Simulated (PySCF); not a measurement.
Gas-phase reaction: 2 N₂H₂ + 3 SiCl₃ = SiH₂ClNH₂ + 3 N + 2 SiCl₄

Energies from PySCF, thermal terms from the rigid-rotor harmonic-oscillator model, ideal gas at 1 bar. † marks an energy on the PBE0/def2-TZVP geometry and frequencies; other levels use their own. CCSD(T) freezes the core. 6-31G* has spherical d functions here. Open shells (unrestricted): SiCl₃ (multiplicity 2), N (multiplicity 4); the rest are closed-shell singlets. B3LYP is the form with VWN-RPA correlation. SiH₂ClNH₂: computed as isolated molecules; such fragments, hydroxides, amides, oligomers or adducts are transient or little studied in the gas. CCSD(T) isn't extrapolated to the basis-set limit; its ΔH°(298 K) is 303.5 kJ in def2-SVP and 346.2 kJ in def2-TZVPP. The harmonic model lacks anharmonicity and excited electronic states, which grow with temperature; levels with a mode under 35 cm⁻¹ are left out. Internal rotation in SiH₂ClNH₂ is treated as a harmonic vibration of one conformer, which makes the entropy rough.

```tsv
level	ΔE electronic, kJ	ΔH°(298 K), kJ	ΔS°(298 K), J/K	ΔG°(600 K), kJ
B3LYP/6-31G*	517	491	18	475
B3LYP/def2-TZVP†	533	505	22	487
BLYP/def2-TZVP†	641	613	22	595
CCSD(T)/def2-TZVPP†	374	346	22	328
HF/6-31G*	-233	-268	20	-285
HF/def2-TZVP†	-209	-238	22	-255
PBE/def2-SVP	677	653	19	636
PBE0/def2-SVP†	515	486	22	469
ωB97M-V/def2-TZVP†	458	429	22	411
```
ΔH° is lowest at HF/6-31G* and highest at PBE/def2-SVP. No reference value is set beside these.
